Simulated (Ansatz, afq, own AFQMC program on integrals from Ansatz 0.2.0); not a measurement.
## Atomization energy of AlBH₂, singlet

```xyz
4

B     0.0000    0.0000    1.7315
Al    0.0000    0.0000   -0.5881
H     0.0000   -1.3671   -1.4148
H     0.0000    1.3671   -1.4148
```

Connectivity, by distances: B–AlH2.

Atoms in their ground-state spins without spin–orbit coupling (mostly on UHF) minus the molecule (RHF), without zero-point energy. The geometry is a stationary point, not shown to be a minimum.

Basis cc-pVDZ. Noble-gas cores (and the filled d shells of Ga–Kr and In–Xe) are frozen. AFQMC by an in-house program on the Cholesky factors that Ansatz 0.2.0 writes for its CCSD(T) run. The CISD trial takes its coefficients from CCSD amplitudes. Released means that phaseless walkers are propagated on without the constraint, phases kept. Error bars are statistical, one sigma. The errors of all members are added in quadrature.

No full CI on the walks' own integrals is used here; CCSDT(Q) serves as the reference and is uncertain by about the last step of the cluster series. Each member takes its own surest rung, up to full CI.

The best estimate is CCSD(T) at the basis-set limit (CBS: def2-TZVPP and def2-QZVPP, with their diffuse functions for anions and beside diffuse sets, CCSD(T) itself extrapolated) plus the step from CCSD(T) to CCSDT(Q) in cc-pVDZ. Rows without CBS are in cc-pVDZ; B2PLYP and the wave-function rows carry a basis error of their own. Core correlation and relativity beyond core potentials are missing, and ± holds the sampling alone.

Cautions: AlBH₂ (singlet): higher spins were not checked, restricted determinant unstable towards unrestricted (UHF 540 meV lower, ⟨S²⟩ 0.85), the ph-AFQMC/CISD walk drifts between its halves (2.1 errors).

```
level  atomization energy (kcal/mol)
   HF                          118.8
 CCSD                          153.5
  MP2                          149.8
```

(1) From these cheaper values, estimate the atomization energy at the level of the best estimate.

(1) 173.3 kcal/mol (best estimate, highest rung CCSDT(Q)).

```json
{"level": "CCSD(T)", "atomization energy (kcal/mol)": "154.9", "error against the best estimate (kcal/mol)": "-18.4"}
{"level": "ph-AFQMC/CISD", "atomization energy (kcal/mol)": "155.2 ± 0.2", "error against the best estimate (kcal/mol)": "-18.0 ± 0.2"}
{"level": "released AFQMC", "atomization energy (kcal/mol)": "155.3 ± 0.4", "error against the best estimate (kcal/mol)": "-18.0 ± 0.4"}
{"level": "HF/CBS", "atomization energy (kcal/mol)": "123.8", "error against the best estimate (kcal/mol)": "-49.5"}
{"level": "MP2/CBS", "atomization energy (kcal/mol)": "167.7", "error against the best estimate (kcal/mol)": "-5.5"}
{"level": "CCSD(T)/CBS", "atomization energy (kcal/mol)": "172.8", "error against the best estimate (kcal/mol)": "-0.4"}
{"level": "surest rungs in cc-pVDZ", "atomization energy (kcal/mol)": "155.3", "error against the best estimate (kcal/mol)": "-17.9"}
```

Correlation beyond CCSD(T) adds 0.4 kcal/mol. Going to the basis-set limit adds 17.9 kcal/mol at CCSD(T). The perturbative (T) step is worth +1.4 kcal/mol.

Best estimates are given only where the step beyond CCSD(T) is under 0.3 eV and no member's determinant is very poor (T1 over 0.05, or 0.07 for open shells, ⟨S²⟩ too high by 0.3, two states mixed), so the hardest cases are missing from such tables.

Each member of a difference takes its own highest rung, so a best estimate needn't equal the limit plus the step of one row. A walk keeps the symmetry of its determinant, which the program's search chose and which needn't be the lowest solution, so a lower state of the same spin and another symmetry isn't excluded. Released energies are given only where the last usable release times agree within the noise; a slower fall can still hide under it.
